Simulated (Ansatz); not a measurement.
Species: AlCl$_{3}$, SMILES `[Al]([Cl])([Cl])[Cl]` (charge 0, multiplicity 1), formula AlCl3.

Q: How many basis functions does Ansatz (a program for electronic structure) with frozen-core CCSD(T)/cc-pVTZ // PBE-D3(BJ)/def2-TZVP use, how many core orbitals are frozen, and how many electrons are correlated?

A: 136 basis functions and 20 frozen orbitals, which leaves 24 correlated electrons. Core time is of the order of seconds.
